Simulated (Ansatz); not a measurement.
Ideal-gas functions of `[AlH2][O][AlH2]` at 800 K and 1 bar, from an Ansatz frequency run at PBE0-D4/def2-TZVP.

Molar mass 73.99 g/mol, point group D2d (symmetry number 4), electronic degeneracy 1, moments of inertia 7.81, 180.316, 180.431 u Å². Harmonic wavenumbers (cm⁻¹, unscaled): 92, 92, 112, 529, 556, 557, 623, 623, 780, 811, 1105, 1933, 1941, 1941, 1942.

Use S(trans) = R[1.5 ln M + 2.5 ln T − 1.1517]; rotational temperatures θ = 24.2544 K / I; S(rot) = R[ln(√π/σ · √(T³/θAθBθC)) + 1.5]; for each mode x = 1.438777 ν̃/T, S = R[x/(eˣ − 1) − ln(1 − e⁻ˣ)] and H = RT x/(eˣ − 1); 1 cm⁻¹ = 0.0119627 kJ/mol; R = 8.31446 J/(mol·K).

By hand: the entropy, in J/(mol·K).

Translation 183.0. Rotation: θ = 3.1056, 0.1345, 0.1344 K, giving 101.0. Vibration, mode by mode: 23.28, 23.28, 21.65, 9.04, 8.65, 8.64, 7.79, 7.79, 6.15, 5.88, 3.85, 1.18, 1.17, 1.17, 1.17, in all 130.7. Electronic 0.0. Sum 414.7 J/(mol·K).

By hand: H − E and G − E in kJ/mol, counted from the electronic energy.

Zero-point energy ½ × 13637 × 0.0119627 = 81.6; thermal vibration 48.2; translation, rotation and pV give 4 RT = 26.6. H − E = 156.4 kJ/mol, and G − E = 156.4 − 800 × 414.7/1000 = -175.4 kJ/mol.

Vibration gives 32 % of the entropy, 68.2 J/(mol·K) of it from the modes under 150 cm⁻¹: soft modes count most, and the harmonic formula is weakest for them.
